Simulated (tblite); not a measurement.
Cis allyl isocyanide, C₄H₅N.
Geometry (GFN2-xTB, Å), atoms numbered from 1 in this order:
```xyz
10
C4H5N angstrom
C      2.758    0.724    0.587
N      1.825    0.115    0.261
C      0.677   -0.600   -0.117
C     -0.559    0.070    0.408
C     -1.555    0.472   -0.357
H      0.652   -0.664   -1.210
H      0.762   -1.613    0.299
H     -0.579    0.218    1.480
H     -1.541    0.339   -1.426
H     -2.431    0.943    0.054
```

Calculated harmonic vibrations of the isolated species, GFN2-xTB (tblite), most abundant isotopes, no scaling. This tight-binding method is rough: wavenumbers can miss measured ones by several per cent, in bad cases by 10 to 20. One conformer, not necessarily the lowest.

Harmonic wavenumbers (cm⁻¹): 62.8, 194.3, 321.1, 399.0, 431.2, 635.4, 897.9, 905.1, 946.1, 1018.8, 1025.8, 1116.1, 1182.4, 1260.3, 1295.6, 1408.4, 1426.7, 1716.8, 2246.1, 2910.0, 2947.4, 3071.1, 3103.2, 3135.6.

A = 19511, B = 2866, C = 2721 MHz; mass 67.042 u (most abundant isotopes); point group C1, symmetry number 1.

Problem. Zero-point energy?

Solution. Half the sum of the wavenumbers: 16829 cm⁻¹ = 201.31 kJ/mol.

Problem. What is S at 500 K and 1 bar for an ideal gas of classical rigid rotors and harmonic oscillators?

Solution. Translation 172.05, rotation 111.72, vibration 81.34: S = 365.1 J/(mol K).

Problem. And Cp and H(500 K) − H(0)?

Solution. Cp = 121.94 J/(mol K), of which vibrations give 88.68 (their classical limit is 24 R = 199.5); H(500 K) − H(0) = 38.37 kJ/mol without the zero-point energy, 21.74 from vibrations.

Problem. Blend soft modes into free rotors: weight 1/[1 + (100 cm⁻¹/ν̃)⁴] for the oscillator and the rest for a rotor with moment μB/(μ + B), μ = h/(8π²ν), B = 10⁻⁴⁴ kg m². What vibrational entropy results?

Solution. 75.58 J/(mol K) in place of 81.34, which changes −T·S at 500 K by +2.88 kJ/mol.

Problem. Which modes carry the vibrational entropy at 500 K?

Solution. 62.8 cm⁻¹: 22.55; 194.3 cm⁻¹: 13.26; 321.1 cm⁻¹: 9.26; 399.0 cm⁻¹: 7.61; 431.2 cm⁻¹: 7.03; 635.4 cm⁻¹: 4.37 J/(mol K); the other 18 give 17.26 together.

Hindered rotation and anharmonicity are outside this model. Other conformers, if any are populated, would add a mixing term that is left out. The structure is chiral; the term R ln 2 for an equal mix with its mirror image is left out.

Run on x86-64 server, one thread, on a shared host. This covers the Hessian and the dipole derivatives.
